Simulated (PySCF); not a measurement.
`c1(F)ccco1`, C4H3FO

Geometry (Å), atoms numbered from 1 in this order:
```xyz
9

F     1.877   -0.541   -1.548
C     0.889   -0.260   -0.738
C     0.641    0.807    0.048
C    -0.606    0.492    0.681
C    -0.986   -0.718    0.218
O    -0.059   -1.192   -0.667
H     1.255    1.684    0.163
H    -1.146    1.103    1.387
H    -1.830   -1.359    0.398
```

Level of theory: PySCF, quadratic response CAM-B3LYP/def2-TZVPD first hyperpolarisability, Taylor convention, gas phase. Geometry: PBE0-D3(BJ)/def2-TZVP.

Task: Give the tensor of the static β(0;0,0) in the axes of these coordinates.

Result: In au, Taylor convention; rows are the first index (the induced dipole):
```
       xx     yy     zz     xy     xz     yz
x  +104.3  +30.6  +22.9   -4.4  -30.3  -11.0
y    -4.4  -42.7   -6.9  +30.6  -11.0  -20.0
z   -30.3  -20.0  -84.3  -11.0  +22.9   -6.9
```
Norm of βᵢ = ⅓ Σⱼ (βᵢⱼⱼ + βⱼᵢⱼ + βⱼⱼᵢ): 214.3 au, hyper-Rayleigh value 79.2 au.
